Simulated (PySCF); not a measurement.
# C2H5F (SMILES CCF) at 6 levels

Wanted: a comparison of 6 runs (B3LYP/6-31G*, CAM-B3LYP/aug-cc-pVDZ, M06-2X/aug-cc-pVDZ, wB97M-V/aug-cc-pVDZ, wB97X/aug-cc-pVDZ, SCS-MP2/aug-cc-pVDZ) of C2H5F. 

Program for the calculation: PySCF 2.14.0.

1 further run of the same task is left out (set aside as unsound or not needed).

### 1 The molecule

The species is C2H5F (8 atoms), meant as a singlet with charge 0. As SMILES, `CCF`. The C1–H5 distance was set to 1.637 Å, away from the relaxed value. At this shape a bond of the SMILES string is far longer than usual.

Bond lengths: C1–C2 1.504 Å, C2–F3 1.386 Å, C1–H4 1.093 Å, C1–H6 1.091 Å, C2–H7 1.094 Å, C2–H8 1.094 Å. Angles: C1–C2–F3 110.1°, C1–C2–H7 111.6°, C1–C2–H8 111.6°, F3–C2–H7 107.4°, F3–C2–H8 107.4°, C2–C1–H4 109.9°, C2–C1–H6 110.8°, H7–C2–H8 108.6°, H4–C1–H6 108.4°. A long bond or contact: C1–H5 1.637 Å.

### 2 A single-point energy at B3LYP/6-31G(d) (spherical functions) (run 1)

The input, input.py:

```python
from pyscf import gto, dft

mol = gto.Mole()
mol.atom = '''
C       -0.656833       0.351117       0.183265
C        0.153267      -0.814883       0.678365
F        1.438167      -0.402183       0.994365
H       -1.669033       0.021617      -0.064735
H        0.018600       0.998500      -1.160400
H       -0.725433       1.127217       0.947665
H        0.238867      -1.597283      -0.081935
H       -0.281433      -1.251783       1.582665
'''
mol.spin = 0
mol.basis = '6-31g*'
mol.verbose = 3
mol.max_memory = 1860
mol.build()

myscf = dft.RKS(mol, xc='b3lyp')
myscf.grids.level = 5
myscf.conv_tol = 1e-10
myscf.kernel()
if not myscf.converged:
    myscf = myscf.newton().run(myscf.mo_coeff, myscf.mo_occ)

e_final = myscf.e_tot
print(f'total energy: {e_final:.8f} hartree')
```

Command:

```
$ OMP_NUM_THREADS=1 python input.py
```

Standard output:

```text
converged SCF energy = -178.9795217742
total energy: -178.97952177 hartree
```

Wall time 8.4 s (1 thread of Intel Xeon at 2.70GHz, shared host); peak memory 0.29 GiB.

### 3 The energy at CAM-B3LYP/aug-cc-pVDZ (run 2)

The input, run.py:

```python
from pyscf import gto, dft

molecule = gto.Mole()
molecule.atom = '''
C       -0.656833       0.351117       0.183265
C        0.153267      -0.814883       0.678365
F        1.438167      -0.402183       0.994365
H       -1.669033       0.021617      -0.064735
H        0.018600       0.998500      -1.160400
H       -0.725433       1.127217       0.947665
H        0.238867      -1.597283      -0.081935
H       -0.281433      -1.251783       1.582665
'''
molecule.spin = 0
molecule.basis = 'aug-cc-pvdz'
molecule.verbose = 3
molecule.charge = 0
molecule.max_memory = 1860
molecule.build()

calc0 = dft.RKS(molecule)
calc0.xc = 'cam-b3lyp'
calc0.grids.level = 5
calc0.conv_tol = 1e-10
calc0.kernel()
if not calc0.converged:
    calc0 = calc0.newton().run(calc0.mo_coeff, calc0.mo_occ)

e_tot = calc0.e_tot
print('E(%s) = %.9f' % ('CAM-B3LYP', e_tot))
```

Command:

```
$ OMP_NUM_THREADS=1 python run.py
```

Standard output:

```text
converged SCF energy = -178.93390694328
E(CAM-B3LYP) = -178.933906943
```

Run time: 36 s. Hardware: 1 thread of Intel Xeon at 2.70GHz, shared host; peak memory 0.6 GiB.

Runs 3 to 4 aren't shown in full; the table further down has their settings and results.

### 4 A single-point energy at wB97X/aug-cc-pVDZ (run 5)

The input, run.py:

```python
from pyscf import gto, dft

mol = gto.M(
    atom='''
C       -0.656833       0.351117       0.183265
C        0.153267      -0.814883       0.678365
F        1.438167      -0.402183       0.994365
H       -1.669033       0.021617      -0.064735
H        0.018600       0.998500      -1.160400
H       -0.725433       1.127217       0.947665
H        0.238867      -1.597283      -0.081935
H       -0.281433      -1.251783       1.582665
''',
    charge=0,
    verbose=3,
    basis='aug-cc-pvdz',
    max_memory=1860,
    spin=0,
)

calc0 = dft.RKS(mol, xc='wb97x')
calc0.conv_tol = 1e-10
calc0.grids.level = 5
calc0.kernel()
if not calc0.converged:
    calc0 = calc0.newton().run(calc0.mo_coeff, calc0.mo_occ)

energy = calc0.e_tot
print(f'total energy: {energy:.8f} hartree')
```

Command:

```
$ OMP_NUM_THREADS=1 python run.py
```

Standard output:

```text
converged SCF energy = -178.961467196426
total energy: -178.96146720 hartree
```

Run time: 36 s. Hardware: 1 thread of Intel Xeon at 2.70GHz, shared host; peak memory 0.6 GiB.

### 5 A single-point energy at SCS-MP2/aug-cc-pVDZ (run 6)

The input, job.py:

```python
from pyscf import gto, scf, mp

system = gto.Mole()
system.atom = '''
C     -1.241234     0.663515     0.346321
C      0.289633    -1.539906     1.281924
F      2.717742    -0.760016     1.879078
H     -3.154015     0.040850    -0.122331
H      0.035149     1.886892    -2.192838
H     -1.370870     2.130131     1.790827
H      0.451393    -3.018427    -0.154835
H     -0.531831    -2.365527     2.990803
'''
system.unit = 'bohr'
system.verbose = 3
system.max_memory = 1860
system.spin = 0
system.charge = 0
system.basis = 'aug-cc-pvdz'
system.build()

mf = scf.RHF(system)
mf.conv_tol = 1e-10
mf.kernel()
if not mf.converged:
    mf = mf.newton().run(mf.mo_coeff, mf.mo_occ)

pt = mp.MP2(mf, frozen=3).run()
etot = mf.e_tot + 1.2 * pt.e_corr_os + pt.e_corr_ss / 3
print(f'total energy: {etot:.8f} hartree')
```

Command:

```
$ OMP_NUM_THREADS=1 python job.py
```

Standard output:

```text
converged SCF energy = -178.020651804168
E(RMP2) = -178.533518231308  E_corr = -0.512866427139765
E(SCS-RMP2) = -178.530437352425  E_corr = -0.509785548257169
total energy: -178.53043735 hartree
```

Wall time 3.6 s (1 thread of Intel Xeon at 2.70GHz, shared host); peak memory 0.33 GiB.

### 6 Overview of the runs

```tsv
run	level	nlc grid	integration grid	energy (Eh)	dipole moment (D) of the reference	HOMO energy (eV)	LUMO energy (eV)	wall time
1	B3LYP/6-31G* (spherical functions)	–	5	-178.979522	1.91	-8.32	-0.07	8.4 s
2	CAM-B3LYP/aug-cc-pVDZ	–	5	-178.933907	2.12	-10.17	0.05	36 s
3	M06-2X/aug-cc-pVDZ	–	5	-178.926624	2.07	-9.93	-0.24	40 s
4	wB97M-V/aug-cc-pVDZ	1	5	-178.926548	2.08	-10.98	0.33	92 s
5	wB97X/aug-cc-pVDZ	–	5	-178.961467	2.10	-11.18	1.02	36 s
6	SCS-MP2/aug-cc-pVDZ	–	–	-178.530437	2.36	-11.66	0.91	3.6 s
```

### 7 Outcome

| quantity | value |
| --- | --- |
| run 6: total energy | -178.53044 Eh |
| run 6: dipole moment (Hartree–Fock density) | 2.36 D |
| run 6: HOMO energy (Hartree–Fock orbitals) | -11.66 eV |
| run 6: LUMO energy (Hartree–Fock orbitals) | 0.91 eV |
| run 6: HOMO–LUMO gap (Hartree–Fock orbitals) | 12.57 eV |
| run 6: correlation energy (3 core orbitals frozen) | -509.8 mEh |

What this shows: Over runs 1, 2, 3, 4, 5 the dipole moment (its size) runs from 1.91 D (B3LYP/6-31G*) to 2.12 D (CAM-B3LYP/aug-cc-pVDZ). The two ends differ in method and basis. Over runs 1, 2, 3, 4, 5 the HOMO–LUMO gap runs from 8.25 eV (B3LYP/6-31G*) to 12.20 eV (wB97X/aug-cc-pVDZ). Totals of different functionals can't be ranked against each other. All runs together took 3.6 min, the longest 92 s.
